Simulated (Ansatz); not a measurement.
The first iterations of a band of CH2Cl2 + H (6 atoms, charge 0, multiplicity 2).

Method: UKS PBE/6-31G* in Ansatz 0.2.0.

```json
{
 "movable images": "1",
 "climbing image": "no",
 "spring": "5.0 eV/Å²",
 "optimiser": "quadratic models (default)",
 "start path": "through a guess of the saddle point",
 "force threshold": "0.05 eV/Å",
 "iteration limit": "60",
 "end points": "relaxed"
}
```

Image 0:

```xyz
6
Properties=species:S:1:pos:R:3
H 0.160 0.553 -0.046
C -0.124 -0.451 0.296
Cl 1.082 -1.614 -0.337
Cl -1.792 -0.778 -0.267
H 0.790 2.808 -1.037
H -0.117 -0.518 1.391
```

Image 2:

```xyz
6
Properties=species:S:1:pos:R:3
H 0.492 1.737 -0.522
C -0.231 -0.826 0.366
Cl 1.011 -1.823 -0.282
Cl -1.841 -0.993 -0.213
H 0.686 2.425 -0.756
H -0.117 -0.520 1.408
```

| iteration | highest image above the first end (eV) | largest band force component (eV/Å) |
| --- | --- | --- |
| 1 | 0.226 | 0.556 |
| 2 | 0.227 | 0.842 |
| 3 | 0.173 | 0.514 |
| 4 | 0.108 | 0.448 |
| 5 | 0.107 | 0.283 |
| 6 | 0.212 | 0.296 |
| 7 | 0.192 | 0.160 |
| 8 | 0.116 | 0.299 |
| 9 | 0.108 | 0.317 |
| 10 | 0.130 | 0.258 |
| 11 | 0.108 | 0.512 |
| 12 | 0.164 | 0.151 |
| 13 | 0.392 | 0.810 |
| 14 | 0.357 | 0.781 |

Question: Does the band converge within its limit, and where does its top end?

Answer: The forces met the threshold. It ended after 43 iterations with the highest image 0.170 eV above the first end. No image climbed, so the highest image needn't sit at the top of the path. So few images can step over the top or miss a turn of the path.

Time of the run: 30 s on 2 threads of AMD EPYC 9R14 (Zen 4), on a shared host, peak memory 0.15 GiB.
